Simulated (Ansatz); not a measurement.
Input file:

```yaml
crystal:
  periodic: [false, false, false]
  atoms:
    - {symbol: Ge, position_ang: [0.027108, -0.000148, 0.429787]}
    - {symbol: N, position_ang: [-0.137766, 0.008226, -1.873875]}
    - {symbol: H, position_ang: [-0.061146, 0.806673, -2.475972]}
    - {symbol: H, position_ang: [0.021963, -0.910338, -2.457758]}
basis:
  gaussian: {orbitals: cc-pVDZ}
magnetization: {spin_polarized: false, initial_magnetization: 3}
correlation: {method: fic_mrcisd_q, electrons: outside_noble_gas, active_space: {window: {electrons: 11, orbitals: 10}, shells: [{species: Ge, l: s, shell: 4}, {species: Ge, l: p, shell: 4}, {species: H, l: s, shell: 1}, {species: "N", l: s, shell: 2}, {species: "N", l: p, shell: 2}]}}
```

```sh
$ ansatz run in.yaml --threads 1 --pin off --events-out ev --progress --plain --max-ram 2393MiB
```

Q: Roughly how long does this take on 1 thread of Intel Xeon Platinum 8259CL, shared host, and how much host memory?

A: 16 s wall and 0.84 GiB.

```
989 factors; integrals over basis functions are off by at most 1.7e-7 eV
mean field evaluation 1: about -57982.9372 eV, gradient 1.2e1 eV
mean field evaluation 2: about -57982.9690 eV, gradient 1.2e1 eV
mean field evaluation 4: about -57983.6325 eV, gradient 1.0e0 eV
mean field evaluation 8: about -57983.6406 eV, gradient 3.0e-3 eV
mean field evaluation 16: about -57978.5345 eV, gradient 2.6e1 eV
mean field -57983.64062486 eV, -2130.8594902403 hartree, gradient 2.8e-6 eV, S^2 3.750000; 3 other end points of the search recorded, 0 dependent functions left out
reference -57983.64062486 eV, -2130.8594902403 hartree; 22, 19 occupied and 29, 32 virtual orbitals, 989 factors
state -57985.71349827 eV, -2130.9356669330 hartree
contracted CI cycle   1: correlation 0.00000000 eV, 0.0000000000 hartree, residual 1.77e1 eV
contracted CI cycle   2: correlation -3.94257355 eV, -0.1448869057 hartree, residual 3.33e0 eV
contracted CI cycle   3: correlation -4.08747825 eV, -0.1502120551 hartree, residual 8.16e-1 eV
contracted CI cycle   4: correlation -4.09782291 eV, -0.1505922142 hartree, residual 2.61e-1 eV
contracted CI cycle   5: correlation -4.09881993 eV, -0.1506288543 hartree, residual 7.80e-2 eV
contracted CI cycle   6: correlation -4.09890260 eV, -0.1506318921 hartree, residual 2.29e-2 eV
contracted CI cycle   7: correlation -4.09890975 eV, -0.1506321551 hartree, residual 6.51e-3 eV
contracted CI cycle   8: correlation -4.09891035 eV, -0.1506321769 hartree, residual 1.93e-3 eV
contracted CI cycle   9: correlation -4.09891040 eV, -0.1506321788 hartree, residual 5.69e-4 eV
state -57985.71349827 eV, -2130.9356669330 hartree; corrected -57990.10990029 eV, -2131.0972317274 hartree
Total energy: -57990.10990029 eV, -2131.0972317274 hartree
Checks for a lower state left out: starts, orbital_swaps
```
